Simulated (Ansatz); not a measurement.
**Si2F (doublet): from Hartree-Fock to the top rungs, def2-QZVPP**

One table from this session's results is given with a row withheld; the runs are named, their logs left out.

Computed with Ansatz 0.2.0, Gaussian basis. Level: def2-QZVPP, core rule «outside noble gas», up to 11 orbitals frozen.

Plan: UHF; ROHF; CCSD(T) on UHF.

2 further runs of the same task are left out: 2 set aside as unsound or not needed. Runs told in other sessions of the task aren't counted.

## The system

The geometry is a PBE0/def2-TZVP stationary point (not a proven minimum).

3 atoms, charge 0, spin multiplicity 2.

Atoms are counted from 1 here; the program's logs count them from 0.

Bond lengths: F1–Si2 1.592 Å, Si2–Si3 2.130 Å. Angles: F1–Si2–Si3 180.0°.

Set-up of the first run:

File in.yaml:

```yaml
crystal:
  periodic: [false, false, false]
  atoms:
    - {symbol: F, position_ang: [0.000000, 0.000000, -1.771600]}
    - {symbol: Si, position_ang: [0.000000, 0.000000, -0.179400]}
    - {symbol: Si, position_ang: [0.000000, 0.000000, 1.951000]}
basis:
  gaussian: {orbitals: "def2-QZVPP.json"}
magnetization: {spin_polarized: true, initial_magnetization: 1}
hamiltonian: {xc: hf}
output: {orbitals: {seedname: orbitals}}
```

Run with:

```console
$ ansatz run in.yaml --threads 1 --pin off --events-out ev --progress --plain --max-ram 2393MiB
```

Steps of the session up to this table: UHF; ROHF; CCSD(T) on UHF.

One of the session's tables, all rows but one given; the rest of the session is left out.

It belongs to the step «Misses and costs». 

```
  method  from UCCSD(T) (kJ/mol)
    ROHF                 +1373.9
     UHF                       ?
    UMP2                  +128.7
   UCCSD                   +66.9
UCCSD(T)                       0
```

Estimate the missing values for UHF.

The run gave: from UCCSD(T) (kJ/mol): +1357.8. In the column «from UCCSD(T) (kJ/mol)» it lies between UMP2 (+128.7) and ROHF (+1373.9).

Limits of these values: Warnings: spin contamination; coupled cluster took another determinant than the lowest.
